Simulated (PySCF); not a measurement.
**Spin states of B₂⁺**

Unrestricted PBE0; B 6-31G(d,p); no relativity (PySCF 2.14). Outer shells of the fragments: B+ 2s2; B 2s2 2p1.

Followed along the bond (rough minima from three points):

```csv
2Ms+1,unpaired,⟨S²⟩ at the start,R at minimum (Å),Te (eV)
2,σ ↑,0.76,2.18,0.00
2,π ↑,1.41,1.72,0.14
4,"σ ↑↑, π ↑",3.75,none in the scan,≤ 0.36
4,"σ ↑, π ↑↑",3.79,none in the scan,≤ 0.69
2,"σ ↑↑, π ↓",1.75,none in the scan,≤ 1.23
```

Solutions found at the starting distance of 1.730 Å, counted from the lowest of them; the search is not exhaustive and high or unbound solutions are not listed, so other states can lie among these:

```tsv
2Ms+1	unpaired	term	E (eV)	⟨S²⟩	⟨Lz²⟩
2	π ↑	mixed	0.00	1.41	1.00
4	σ ↑↑, π ↑	⁴Π	0.31	3.75	1.00
2	σ ↑	²Σ⁺	0.51	0.76	0.00
4	σ ↑, π ↑↑	⁴Σ⁻	0.91	3.79	0.00
2	σ ↑↑, π ↓	mixed	1.20	1.75	1.00
2	σ ↑, π ↑↓	mixed	1.85	1.78	2.01
```

A term symbol is given only where ⟨S²⟩ and ⟨Lz²⟩ are close to those of a pure state; real π, δ and φ orbitals otherwise mix terms, and g/u labels are left off.

Compare the gap between the two lowest followed solutions at the starting distance with the gap between their minima.

At PBE0 the second solution (Ms = 0.5 of mixed spin, unpaired electrons π ↑) lies -0.51 eV from the first (doublet, unpaired electrons σ ↑) at 1.730 Å and +0.14 eV at the minima; the two curves relax by different amounts, since their minima lie near 1.72 and 2.18 Å.
